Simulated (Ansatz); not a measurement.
# C₄H₇NO: one species, many methods

One table from this session's results is given with a row withheld; the runs are named, their logs left out.

Program: Ansatz 0.2.0, Gaussian basis. Level of theory: functionals in def2-TZVPP, the program's frozen cores in correlated methods. These are calculated values, not measurements.

The runs, in order: PBE-D4, r2SCAN-D4, PBE0-D4, B3LYP-D4, ωB97X-V, ωB97M-V, B2PLYP; CCSD(T)/def2-TZVPP; MP2/def2-QZVPP; extrapolation to the limit.

## Structure used throughout

An earlier PBE0-D4 in a triple-zeta def2 set relaxation fixed the geometry.

13 atoms, charge 0, spin multiplicity 1.

Atoms are counted from 1 here; the program's logs count them from 0.

Bond lengths: C1–C2 1.507 Å, C1–H7 1.092 Å, C1–H8 1.091 Å, C1–H9 1.092 Å, C2–O3 1.404 Å, C2–C4 1.514 Å, C2–C6 1.559 Å, O3–H10 0.962 Å, C4–N5 1.279 Å, C4–H11 1.091 Å, N5–C6 1.488 Å, C6–H12 1.093 Å, C6–H13 1.093 Å. Angles: C2–C1–H7 110.2°, C2–C1–H8 110.9°, C2–C1–H9 109.6°, H7–C1–H8 108.9°, H7–C1–H9 108.3°, H8–C1–H9 108.9°, C1–C2–O3 107.3°, C1–C2–C4 116.0°, C1–C2–C6 116.0°, O3–C2–C4 117.7°, O3–C2–C6 117.8°, C4–C2–C6 80.5°, C2–O3–H10 108.9°, C2–C4–N5 99.2°, C2–C4–H11 134.3°, N5–C4–H11 126.5°, C4–N5–C6 91.5°, C2–C6–N5 88.8° and more.

Set-up of the first run:

in.yaml reads:

```yaml
crystal:
  periodic: [false, false, false]
  atoms:
    - {symbol: C, position_ang: [-0.451167, -1.056700, 0.962394]}
    - {symbol: C, position_ang: [0.301837, -0.103834, 0.069595]}
    - {symbol: O, position_ang: [1.647977, -0.136686, 0.465979]}
    - {symbol: C, position_ang: [0.000576, -0.201229, -1.410668]}
    - {symbol: N, position_ang: [-0.584693, 0.923911, -1.574008]}
    - {symbol: C, position_ang: [-0.357016, 1.292051, -0.150477]}
    - {symbol: H, position_ang: [-0.047815, -2.066187, 0.861298]}
    - {symbol: H, position_ang: [-1.511849, -1.073051, 0.707027]}
    - {symbol: H, position_ang: [-0.342443, -0.746725, 2.004028]}
    - {symbol: H, position_ang: [2.152740, 0.456658, -0.097637]}
    - {symbol: H, position_ang: [0.166877, -0.963601, -2.173189]}
    - {symbol: H, position_ang: [-1.280267, 1.501991, 0.395933]}
    - {symbol: H, position_ang: [0.325742, 2.138501, -0.045176]}
basis:
  gaussian: {orbitals: def2-TZVPP}
hamiltonian: {xc: pbe, dispersion: d4}
output: {forces: true, orbitals: {seedname: orbitals}}
```

The run is started by

```console
> ansatz run in.yaml --threads 4 --pin off --events-out ev --progress --plain --max-ram 10444MiB
```

Among the steps run: PBE-D4 (GGA); r2SCAN-D4 (meta-GGA); PBE0-D4 (hybrid); B3LYP-D4 (hybrid); ωB97X-V (range-separated); ωB97M-V (range-separated); B2PLYP (double hybrid); CCSD(T) in def2-TZVPP; MP2 in def2-QZVPP.

One of the session's tables, all rows but one given; the rest of the session is left out.

| method | atoms, summed (eV) | atomisation energy (kJ/mol) |
| --- | --- | --- |
| PBE-D4 | -7734.102 | 5517.1 |
| r2SCAN-D4 | -7740.845 | 5338.6 |
| PBE0-D4 | -7735.957 | 5385.5 |
| B3LYP-D4 | ? | ? |
| ωB97X-V | -7742.851 | 5350.6 |
| ωB97M-V | -7742.023 | 5356.7 |
| B2PLYP | -7739.452 | 5279.1 |
| HF/def2-TZVPP | -7714.073 | 3731.4 |
| MP2/def2-TZVPP | -7727.705 | 5301.1 |
| CCSD/def2-TZVPP | -7730.816 | 5090.3 |
| CCSD(T)/def2-TZVPP | -7731.176 | 5187.5 |
| MP2/CBS | -7730.186 | 5442.9 |
| CCSD(T)/CBS | -7733.657 | 5329.3 |

Estimate the missing values for B3LYP-D4.

The run gave: atoms, summed (eV): -7745.809; atomisation energy (kJ/mol): 5332.7. In the column «atoms, summed (eV)» it is the lowest.

Caveats from the session: Free atoms (4 C, 1 O, 1 N, 7 H) were run apart at each level; the atomisation energy is their sum less the molecule, without zero-point or spin-orbit terms.
